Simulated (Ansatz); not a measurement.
**BH (triplet): wave-function methods side by side, aug-cc-pVTZ**

Aim: climb from Hartree-Fock through coupled cluster and multireference methods for BH (triplet) at one geometry and basis, and see what each rung misses.

Method: aug-cc-pVTZ, core rule «outside noble gas», up to 1 orbitals frozen; program: Ansatz 0.2.0, Gaussian basis.

The runs, in order: UHF; CCSD(T) on ROHF; CCSD(T) on UHF; BCCD(T) on ROHF; CCSDT(Q) on ROHF; CCSDT(Q) on UHF; CASSCF and MRCISD+Q, 4 electrons in 5 orbitals; CASSCF and NEVPT2, 4 electrons in 5 orbitals; Full CI.

6 further runs of the same task are left out: 1 that didn't finish, 5 set aside as unsound or not needed.

## Step 1: What is computed

The geometry is a PBE0/def2-TZVPD stationary point (not a proven minimum) of the parent state, kept for this charge and spin.

2 atoms, charge 0, spin multiplicity 3.

Atoms are counted from 1 here; the program's logs count them from 0.

Bond lengths: B1–H2 1.263 Å.

## Step 2: UHF

Contents of in.yaml:

```yaml
crystal:
  periodic: [false, false, false]
  atoms:
    - {symbol: B, position_ang: [0.000000, 0.000000, 0.000000]}
    - {symbol: H, position_ang: [0.000000, 0.000000, 1.262771]}
basis:
  gaussian: {orbitals: aug-cc-pVTZ}
magnetization: {spin_polarized: true, initial_magnetization: 2}
hamiltonian: {xc: hf}
output: {orbitals: {seedname: orbitals}}
```

Launch:

```console
> ansatz run in.yaml --threads 1 --pin off --events-out ev --progress --plain --max-ram 2816MiB --backend cpu
```

The runs that follow: CCSD(T) on ROHF; CCSD(T) on UHF; BCCD(T) on ROHF; CCSDT(Q) on ROHF; CCSDT(Q) on UHF; CASSCF and MRCISD+Q, 4 electrons in 5 orbitals; CASSCF and NEVPT2, 4 electrons in 5 orbitals; Full CI.

**Question.** What will the summary of the whole plan be? Wanted: FCI below the RHF energy; RMP2 from FCI; UMP2 from FCI; RCCSD from FCI; RCCSD(T) from FCI; UCCSD(T) from FCI; RCCSDT(Q) from FCI; UCCSDT(Q) from FCI; NEVPT2 valence from FCI.

As calculated:

| quantity | value |
| --- | --- |
| FCI below the RHF energy | -1.8820 eV |
| RMP2 from FCI | +43.7 kJ/mol |
| UMP2 from FCI | +43.3 kJ/mol |
| RCCSD from FCI | +5.4 kJ/mol |
| RCCSD(T) from FCI | +1.3 kJ/mol |
| UCCSD(T) from FCI | +1.2 kJ/mol |
| RCCSDT(Q) from FCI | 0.0 kJ/mol |
| UCCSDT(Q) from FCI | -0.1 kJ/mol |
| NEVPT2 valence from FCI | +36.8 kJ/mol |
| MRCISD+Q valence from FCI | +3.7 kJ/mol |
| levels within 1 kcal/mol (43 meV) | RCCSD(T), UCCSD(T), BCCD(T), RCCSDT, UCCSDT, RCCSDT(Q), UCCSDT(Q), MRCISD+Q valence |
| T1 diagnostic | 0.026 |
| effectively unpaired electrons | 2.02 |

**Reading.** RCCSD(T) misses by +1.3 kJ/mol, 0.7 % of the correlation energy. One determinant dominates. Of the multireference levels listed MRCISD+Q valence comes nearest in total energy (+3.7 kJ/mol), which doesn't show that its space is the better one. These misses are within one basis, not against nature; the frozen cores of restricted and unrestricted runs differ, which can shift their rows.
